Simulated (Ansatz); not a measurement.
Species: C₃H₆O, SMILES `CCC=O` (C–C–C–O torsion 124°) (charge 0, multiplicity 1).

Give a relaxed geometry from B3LYP-D3(BJ)/def2-TZVP (Ansatz, a first-principles code).

One answer among several that fit: the end point of this relaxation, one of several conformers (outside a Z-matrix the atoms follow the SMILES, hydrogens last).
Z-matrix (Å, degrees):
```
C
H 1 1.0903
H 1 1.0964 2 108.07
C 1 1.5045 2 108.79 3 -116.07
O 4 1.2030 1 125.20 2 0.50
H 4 1.1134 5 120.26 1 179.37
C 1 1.5324 2 111.85 3 120.37
H 7 1.0901 1 110.68 2 -61.95
H 7 1.0911 8 108.06 1 -121.65
H 7 1.0921 8 107.81 9 -116.45
```
